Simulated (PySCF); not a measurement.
Compound: N2.
SMILES: `N#N`

The calculation used BHandHLYP/def2-TZVP geometry optimisation, gas phase in PySCF 2.14.0.

Masses are those of the commonest isotopes; rigid-rotor values at the optimised geometry. 

Q: What are the moment of inertia and the rotational constant?

A: I = 8.128 u·Å², B = 505379 MHz·u·Å²/I = 62176 MHz (2.0740 cm⁻¹, or 2.984 K as hB/k). For two atoms I = μr² with μ = 7.0015 u and r = 1.0775 Å.

Q: List the first levels of a rigid rotor in a Σ state.

A: E(J) = BJ(J+1): J = 1: 4.148, J = 2: 12.444, J = 3: 24.887, J = 4: 41.479, J = 5: 62.219, J = 6: 87.106 cm⁻¹.

Q: Has it a pure rotational spectrum?

A: Not by electric dipole: D∞h allows no dipole (computed 0.00 D). Rotational Raman lines (ΔJ = 2) lie at B(4J + 6), spaced by 4B = 8.296 cm⁻¹, with nuclear-spin weights that differ between even and odd J.

No frequency check. No vibrational averaging or centrifugal distortion is included, and the geometry carries the error of its method.

Time: 0.92 s wall; peak memory 0.25 GiB. Hardware: one thread of an Arm Neoverse V2 (shared host). That covers the optimisation of the geometry.
